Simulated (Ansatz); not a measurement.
A made-up structure of MgSiH4S, singlet:

```csv
atom,x (Å),y (Å),z (Å)
Mg1,-1.4034,-1.0058,-0.4479
S2,-1.2808,0.8252,0.9694
Si3,0.7281,0.7136,0.3837
H4,-0.9647,0.1407,2.1013
H5,1.2233,1.8793,-0.3907
H6,1.6853,0.4024,1.4750
H7,0.8196,-0.4714,-0.5770
```

It is relaxed with PBE-D4/def2-SVP and then PBE0-D4/def2-TZVP (Ansatz 0.2.0). Atoms count as bonded within 1.22 times the sum of their covalent radii (H–H: 0.88 Å). The end point is not checked to be a true minimum.

Problem. Does its bonding change? (Judge from chemistry; the calculation decides.)

Solution. By the calculation: Yes. Formed: none; broken: Mg1–S2, Mg1–Si3.

Where it ends: The first stage lowers the energy by 1.43 eV in 11 steps. It ends as a complex of SiH₄S ([SiH3][SH]) + Mg:
```
7
angstrom
Mg -2.1827 -1.5554 -1.1298
S -1.0217 1.1050 1.2911
Si 0.9237 0.7654 0.4659
H -0.9869 0.0345 2.1034
H 1.1314 1.8832 -0.4846
H 1.9639 0.7843 1.5240
H 0.9797 -0.5331 -0.2562
```

Labels in which every atom is bracketed show which atoms are joined, not bond orders.

For scale, one of the runs: PBE0-D4/def2-TZVP relaxation, 130 basis functions, launched by `ansatz run in.yaml --threads 2 --pin off --events-out ev --progress --plain --max-ram 4352MiB`. Hardware: 2 CPU threads of an Intel Xeon 6975P-C, shared host. Wall time about 19 s.
